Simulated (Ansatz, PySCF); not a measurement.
Molecule: methylamine, CH₅N (charge 0, singlet). 
Geometry from a B3LYP-D3(BJ)/def2-TZVP (Ansatz, an electronic-structure program) optimisation:
SMILES: CN
```xyz
7

C      0.0542     0.7048     0.0003
N      0.0439    -0.7575     0.0005
H     -0.9369     1.1793    -0.0070
H     -0.4495    -1.1127     0.8106
H     -0.4377    -1.1131    -0.8166
H      0.5892     1.0603     0.8824
H      0.6020     1.0600    -0.8741
```

Quantity: vertical ionisation energy (to the doublet state of charge +1; each state is the SCF solution reached for its spin), in eV. Cores are frozen in the correlated levels unless marked. Open shells are spin-unrestricted. Spin-orbit coupling is left out. Non-relativistic. CBS marks a two-point X^-3 extrapolation of the correlation energy; Hartree-Fock from the larger set. The bracket is a focal-point correction in the basis named.

| level | program | vertical ionisation energy (eV) |
|---|---|---|
| PBE/def2-TZVPD | Ansatz | ? |
| BHLYP/def2-TZVPD | Ansatz | 9.46 |
| M06-2X/def2-TZVPD | PySCF | ? |
| CAM-B3LYP/def2-TZVPD | Ansatz | 9.67 |
| wB97X-V/def2-TZVPD | Ansatz | 9.66 |
| B2PLYP/def2-TZVPD | Ansatz | 9.62 |
| SCS-MP2/aug-cc-pVDZ | Ansatz | 9.66 |
| CCSD/def2-TZVPPD | Ansatz | ? |
| RI-MP2/CBS(aug-cc-pVTZ,aug-cc-pVQZ)+[CCSD(T)-MP2]/aug-cc-pVTZ | Ansatz | ? |

Q: What belongs in the gaps?

A: 
- PBE/def2-TZVPD, vertical ionisation energy (eV): 9.49
- M06-2X/def2-TZVPD, vertical ionisation energy (eV): 9.75
- CCSD/def2-TZVPPD, vertical ionisation energy (eV): 9.61
- RI-MP2/CBS(aug-cc-pVTZ,aug-cc-pVQZ)+[CCSD(T)-MP2]/aug-cc-pVTZ, vertical ionisation energy (eV): 9.80
